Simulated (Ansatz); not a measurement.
Strength of the Mg–H bond: MgHCl → MgCl + H

Species: MgHCl `[MgH][Cl]`, singlet; MgCl, doublet; H atom, doublet. 

Shapes, held fixed at every level: PBE0-D4/def2-TZVP. Programs: Ansatz 0.2.0. The zero-point and thermal change to 298 K, harmonic and unscaled (PBE0-D4/def2-TZVP), is -9.7 kJ/mol.

| level | kind | ΔH(298 K) (kJ/mol) | less CCSD(T)/def2-TZVPP | CPU time (sum over the molecules) |
| --- | --- | --- | --- | --- |
| SPW92/def2-TZVPP | LDA | +299.6 | +14.0 | 1.1 s |
| r2SCAN-D4/def2-TZVPP | meta-GGA | +276.1 | -9.5 | 4.3 s |
| BHLYP-D4/def2-TZVPP | global hybrid | +284.8 | -0.8 | 2 s |
| wB97M-V/def2-TZVPP | range-separated hybrid | +299.0 | +13.4 | 7.6 s |
| MP2/def2-TZVPP | perturbation theory | +266.3 | -19.3 | – |
| CCSD/def2-TZVPP | coupled cluster or CI | +285.4 | -0.2 | – |
| CCSD(T)/def2-TZVPP | coupled cluster or CI | +285.6 | 0.0 | 5.2 s |

The highest level, CCSD(T)/def2-TZVPP, gives ΔH(298 K) = +285.6 kJ/mol; the levels span +266.3 to +299.6. The column of differences is taken from that level and isn't an error. No measured value is set beside it here. Open shells run unrestricted unless RO is named. Correlated rows may include outer-core shells of Mg, which these sets cover unevenly. Times are processor times on shared x86 and Arm servers, and rough.
